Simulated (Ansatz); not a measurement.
# NO, doublet in 6-31G: errors against full CI

Geometry: a point of a stretch scan, not a stationary point.

```csv
atom,x (Å),y (Å),z (Å)
N,0.0000,0.0000,0.0000
O,0.0000,0.0000,0.9170
```

Basis 6-31G; Ansatz 0.2.0. Correlated methods freeze the noble-gas cores, which leaves 11 electrons in 16 orbitals. R marks a restricted (for open shells ROHF) determinant, U an unrestricted one. Active spaces: pair = (3e, 3o) about the gap; valence = (11e, 8o) chosen from the atoms' valence shells.

Full CI is exact within this basis and frozen core; it isn't the basis-set limit. The frozen core follows each run's orbitals, which can shift R against U totals by a few meV.

For open shells CISD and CISDTQ are restricted-active-space CI with the open shells as a complete middle space.

* UHF ⟨S²⟩: 0.754
* T1 diagnostic (RCCSD): 0.0109
* largest doubles amplitude (RCCSD): 0.083
* T1 diagnostic (UCCSD): 0.0099

```json
{"level": "UHF", "E − E(RHF) (eV)": "-0.0625"}
{"level": "RMP2", "E − E(RHF) (eV)": "-4.9126"}
{"level": "UMP2", "E − E(RHF) (eV)": "-4.8853"}
{"level": "RCCSD", "E − E(RHF) (eV)": "-5.0641"}
{"level": "UCCSD", "E − E(RHF) (eV)": "-5.0673"}
{"level": "RCCSD(T)", "E − E(RHF) (eV)": "-5.1617"}
{"level": "UCCSD(T)", "E − E(RHF) (eV)": "-5.1623"}
```

Task: Estimate how far full CI in 6-31G lies from RCCSD(T). The table doesn't fix it; the size of (T) and the diagnostics are the guide.

Result: Full CI in 6-31G lies 22 meV below RCCSD(T), which is 23 % of the (T) step (-98 meV). The diagnostics are small and one determinant leads, so the series closes fast and only a small part of (T) is left.

The other levels:

```tsv
level	E − E(full CI) (meV)	share of correlation (%)	wall time
CISD	352	93.21	0.57 s
BCCD(T)	23	99.56	0.39 s
RCCSDT	16	99.70	–
UCCSDT	15	99.71	–
CISDTQ	12	99.77	8 s
RCCSDT(Q)	0	100.00	3.1 s
UCCSDT(Q)	0	100.00	2.6 s
RCCSDTQ	1	99.98	30 s
UCCSDTQ	1	99.99	30 s
CASSCF (pair space)	4444	14.27	–
NEVPT2 (pair space)	266	94.87	0.18 s
MRCISD (pair space)	286	94.48	–
MRCISD+Q (pair space)	87	98.32	0.3 s
CASSCF (valence space)	2823	45.53	–
NEVPT2 (valence space)	637	87.71	0.78 s
MRCISD (valence space)	114	97.80	–
MRCISD+Q (valence space)	27	99.49	1.4 s
```

The correlation energy at full CI, counted from RHF, is -5.184 eV. That run took 2.9 min on 1 thread of Arm Neoverse V2, shared host over 8,744,736 determinants.

Times hold each run's SCF and search for its determinant on a shared host, so for small cases they say little of a method's own cost; they ran on 1 thread of Arm Neoverse V2.

The full-CI state has the irrep B1 of C2v, in the program's axes (one component, if the state is degenerate).

Natural occupations of full CI about the gap: 1.983 1.976 1.974 1.953 1.005 0.049 0.013 0.013 0.011 0.010; effectively unpaired electrons, Σ n²(2−n)², 1.03.
